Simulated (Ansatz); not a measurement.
HBeP, singlet: the ladder up to full CI

Geometry: displaced at random from a stationary point.

```xyz
3

P    -0.0154   -0.0090   -1.7851
Be   -0.0163   -0.0252    0.2450
H     0.0317    0.0342    1.5401
```

Basis 6-31G; Ansatz 0.2.0. Only valence electrons are correlated (noble-gas cores frozen), which leaves 8 electrons in 18 orbitals. Prefix R: restricted or restricted open-shell reference; prefix U: unrestricted. Active spaces: valence = (8e, 9o) chosen from the atoms' valence shells.

Full CI is exact within this basis and frozen core; it isn't the basis-set limit. The frozen core follows each run's orbitals, which can shift R against U totals by a few meV.

The UHF ⟨S²⟩ is 1.000 and the T1 diagnostic (RCCSD) is 0.0161. The largest doubles amplitude (RCCSD) is 0.317.

```csv
level,E − E(full CI) (kJ/mol),share of correlation (%),wall time
RHF,225.2,0.00,–
UHF†,118.2,–,–
RMP2,77.3,65.67,–
UMP2†,-8.4,–,–
CISD,30.9,86.27,0.54 s
RCCSD,18.8,91.66,–
UCCSD*†,-83.7,–,–
RCCSD(T),11.1,95.06,0.57 s
UCCSD(T)*†,-99.7,–,1.3 s
BCCD(T),11.2,95.04,0.78 s
RCCSDT*,1.6,99.28,–
UCCSDT*†,-107.4,–,–
RCCSDT(Q)*,-0.4,100.16,1.4 s
UCCSDT(Q)*†,-108.7,–,3 s
RCCSDTQ*,0.0,99.99,10 s
UCCSDTQ*†,-108.5,–,39 s
CASSCF (valence space),64.5,71.37,–
NEVPT2 (valence space),19.5,91.33,5.5 s
MRCISD (valence space),1.3,99.41,–
MRCISD+Q (valence space),0.2,99.92,8 s
MRCISD+Q(relaxed) (valence space),-0.3,100.15,9 s
```

An asterisk marks runs whose energy the program itself flagged as in doubt. A dagger marks rows that describe another state than the reference (another or a broken symmetry, a higher spin or other natural occupations), so the difference holds a gap between states beside the method's error.

The correlation energy at full CI, counted from RHF, is -2.334 eV. That run took 36 s on 1 thread of Arm Neoverse V1, shared host over 4,682,448 determinants.

Times hold each run's SCF and search for its determinant on a shared host, so for small cases they say little of a method's own cost; they ran on 1 thread of Arm Neoverse V1.

Unrestricted levels hold only the spin's projection, and here they fall towards a lower state of higher spin.

The full-CI state has the irrep A' of Cs, in the program's axes (one component, if the state is degenerate).

Natural occupations of full CI about the gap: 1.981 1.969 1.963 1.003 0.977 0.030 0.018 0.018 0.014 0.008; effectively unpaired electrons, Σ n²(2−n)², 2.02. No single determinant describes this state well, so single-reference rows can miss without a flag.
